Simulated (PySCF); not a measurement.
Species: Na₂.
Structure used (PBE0-D3(BJ)/def2-SVP), in Å, numbered top down from 1:
```xyz
2
Na2 angstrom
Na     1.562   -0.004   -0.003
Na    -1.562    0.004   -0.012
```

Method: PBE0-D3(BJ)/def2-SVP geometry optimisation, gas phase in PySCF.

Masses are those of the commonest isotopes; rigid-rotor values at the optimised geometry. 

(1) What are the moment of inertia and the rotational constant?

(2) List the first levels of a rigid rotor in a Σ state.

(3) Has it a pure rotational spectrum?

(4) Estimate the classical rotational partition function at 25 K, 100 K and 298.15 K.

Answers

(1) I = 112.172 u·Å², B = 505379 MHz·u·Å²/I = 4505 MHz (0.1503 cm⁻¹, or 0.216 K as hB/k). For two atoms I = μr² with μ = 11.4949 u and r = 3.1238 Å.

(2) E(J) = BJ(J+1): J = 1: 0.301, J = 2: 0.902, J = 3: 1.803, J = 4: 3.006, J = 5: 4.509, J = 6: 6.312 cm⁻¹.

(3) Not by electric dipole: D∞h allows no dipole (computed 0.00 D). Rotational Raman lines (ΔJ = 2) lie at B(4J + 6), spaced by 4B = 0.601 cm⁻¹, with nuclear-spin weights that differ between even and odd J.

(4) Point group D∞h, symmetry number σ = 2; q = kT/(σhB), k/h = 20836.6 MHz/K: 57.8 at 25 K, 231 at 100 K, 689 at 298.15 K.

Not checked by PBE0-D3(BJ)/def2-SVP frequencies. No vibrational averaging or centrifugal distortion is included, and the geometry carries the error of its method.

Time: 1.5 s of wall time; peak memory 0.25 GiB. Hardware: an Intel Xeon Platinum 8488C with one thread, on a shared host. This is the geometry optimisation.
